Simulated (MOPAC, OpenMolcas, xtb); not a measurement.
# A ladder of methods for SiHCl2 (SMILES Cl[SiH]Cl)

The species is SiHCl2 (4 atoms), meant as a doublet with charge 0. SMILES: `Cl[SiH]Cl`. The coordinates come from a PBE0-D4/def2-TZVP relaxation.

Quantity: the dipole moment, in D. The values are calculated.

```tsv
level	kind	program	value (D)
MNDO	semi-empirical	MOPAC	3.39
PM6	semi-empirical	MOPAC	1.72
GFN0-xTB	semi-empirical	xtb	2.00
GFN1-xTB	semi-empirical	xtb	1.57
ROHF/STO-3G	Hartree–Fock	OpenMolcas	3.22
UHF/STO-3G	Hartree–Fock	OpenMolcas	3.21
UHF/3-21G	Hartree–Fock	OpenMolcas	2.83
UHF/def2-SVP	Hartree–Fock	OpenMolcas	1.55
UHF/pcseg-1 (Cholesky decomposition)	Hartree–Fock	OpenMolcas	1.86
USVWN5/STO-3G	LDA	OpenMolcas	2.34
```

The values span 1.55 to 3.39 D. Sets without polarisation functions give poor dipoles.
